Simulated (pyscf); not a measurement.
A first-order saddle from PySCF, ωB97X-D3(BJ)/def2-SVP:

```xyz
9

O      1.2307    -0.3740     0.1694
Si    -0.3473    -0.1211    -0.1450
Cl    -0.5722    -0.0166     2.4490
Cl    -1.7416    -1.6011    -0.1341
Cl    -0.3022     0.4217    -2.1421
H      1.3853    -0.5071     1.1172
O     -1.0333     1.4694     0.3643
H     -1.1492     1.2836     1.4024
H     -1.7191     1.9073    -0.1648
```
Charge 0, spin multiplicity 1.

Surface: singlet, charge 0. Lowest wavenumbers (cm⁻¹): 275i, 113, 129, 193, 245.

Question: What reaction is this the transition state of?

Answer: `[OH][Si]([Cl])([Cl])[Cl]` + `[OH2]` ⇌ `[OH][Si]([OH])([Cl])[Cl]` + `[ClH]`, a four-centre exchange read from left to right: Cl–Si, H–O broken and O–Si, Cl–H formed. At ωB97M-D3(BJ)/def2-TZVP it lies +61.6 kJ/mol from the left side and +81.2 kJ/mol from the right (each side as separated species at their lowest minima found). On the product side the descent ends in a complex, 25.1 kJ/mol under the separated species and 101.4 kJ/mol under the saddle at ωB97X-D3(BJ)/def2-TZVP. One saddle was located; it need not be the lowest between these sides.
